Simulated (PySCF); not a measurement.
## A small calculation by hand: entropy of an ideal gas

thiophene (C4H4S), SMILES c1cscc1.

Coordinates come from a B3LYP-D3(BJ)/def2-SVP optimisation.

B3LYP-D3(BJ)/def2-SVP in PySCF gives the harmonic wavenumbers 461, 582, 620, 692, 724, 756, 843, 876, 891, 936, 1054, 1087, 1090, 1264, 1395, 1465, 1567, 3205, 3217, 3251, 3253 cm⁻¹ and the rotational temperatures 0.3825, 0.2563, 0.1535 K. The molar mass is 84.14 g/mol, the symmetry number 2, the spin multiplicity 1.

Question: Work out the entropy at 298.15 K and 1 atm in the rigid-rotor, harmonic-oscillator model.

Answer: 
Translation (Sackur–Tetrode at 1 atm): S = R[1.5 ln M + 2.5 ln T − 1.16487] = 164.0 J/(mol K).
Rotation: q = (√π/σ) T^1.5/√(θA θB θC) = 37200, S = R[ln q + 3/2] = 100.0 J/(mol K).
Vibration: with u = 1.4388 ν/T, each mode gives R[u/(e^u − 1) − ln(1 − e^−u)]:
| ν (cm⁻¹) | modes | u | S (J/(mol K)) |
|---|---|---|---|
| 461 | 1 | 2.22 | 3.19 |
| 582 | 1 | 2.81 | 2.02 |
| 620 | 1 | 2.99 | 1.74 |
| 692 | 1 | 3.34 | 1.32 |
| 724 | 1 | 3.49 | 1.17 |
| 756 | 1 | 3.65 | 1.03 |
| 843 | 1 | 4.07 | 0.73 |
| 876 | 1 | 4.23 | 0.64 |
| 891 | 1 | 4.30 | 0.61 |
| 936 | 1 | 4.52 | 0.51 |
| 1054 | 1 | 5.09 | 0.31 |
| 1087 | 1 | 5.25 | 0.28 |
| 1090 | 1 | 5.26 | 0.27 |
| 1264 | 1 | 6.10 | 0.13 |
| 1395 | 1 | 6.73 | 0.08 |
| 1465 | 1 | 7.07 | 0.06 |
| 1567 | 1 | 7.56 | 0.04 |
The stiffer modes add less than 0.005 each. Sum 14.1 J/(mol K).
Spin: R ln 1 = 0.0 J/(mol K).
Total 278.1 J/(mol K); the program's own thermochemistry gives 278.1. Translation makes up 59 % and vibration 5 %. Anharmonicity, hindered rotation and orbital degeneracy are left out.
